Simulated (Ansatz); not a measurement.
# C2H6Si: the cost of one run

Method: RKS B3LYP/STO-3G, in Ansatz 0.2.0.

### 1 The system as given

Bond lengths: C1–C2 1.456 Å, C2–Si3 1.838 Å, C1–H4 1.077 Å, C1–H5 1.114 Å, C1–H6 1.135 Å, C2–H7 1.109 Å, C2–H8 1.057 Å, Si3–H9 1.513 Å. Angles: C1–C2–Si3 115.1°, C1–C2–H7 108.8°, C1–C2–H8 110.4°, Si3–C2–H7 107.7°, Si3–C2–H8 107.9°, H7–C2–H8 106.5°, C2–C1–H4 112.1°, C2–C1–H5 115.2°, C2–C1–H6 114.5°, H4–C1–H5 102.5°, H4–C1–H6 107.3°, H5–C1–H6 104.3°, C2–Si3–H9 113.0°.

Coordinates:

```xyz
9

C    -0.5657    0.4546   -0.5970
C     0.3482   -0.5859   -0.1465
Si    1.3966   -0.1331    1.2943
H    -1.1251    0.1533   -1.4664
H    -0.0793    1.3973   -0.9387
H    -1.3152    0.7930    0.1849
H     1.0243   -0.8560   -0.9837
H    -0.1861   -1.4626    0.1029
H     0.5908    0.1931    2.5331
```

### 2 Relaxing end A

input.yaml reads:

```yaml
crystal:
  periodic: [false, false, false]
  atoms:
    - { symbol: C, position_ang: [-0.5657, 0.4546, -0.597] }
    - { symbol: C, position_ang: [0.3482, -0.5859, -0.1465] }
    - { symbol: Si, position_ang: [1.3966, -0.1331, 1.2943] }
    - { symbol: H, position_ang: [-1.1251, 0.1533, -1.4664] }
    - { symbol: H, position_ang: [-0.0793, 1.3973, -0.9387] }
    - { symbol: H, position_ang: [-1.3152, 0.793, 0.1849] }
    - { symbol: H, position_ang: [1.0243, -0.856, -0.9837] }
    - { symbol: H, position_ang: [-0.1861, -1.4626, 0.1029] }
    - { symbol: H, position_ang: [0.5908, 0.1931, 2.5331] }
basis:
  gaussian: { orbitals: STO-3G }
hamiltonian:
  xc: b3lyp
relax:
  f_tol: 0.02
  max_steps: 50
```

Started as:

```sh
ansatz run input.yaml --threads 1 --pin off --max-ram 2048MiB --backend cpu --events-out ev --progress --plain --runs-dir out
```

**Question.** How long does this run take on 1 thread of Arm Neoverse V2, shared host, and how much memory does it need?

About 11 s, with a peak of 0.11 GiB.
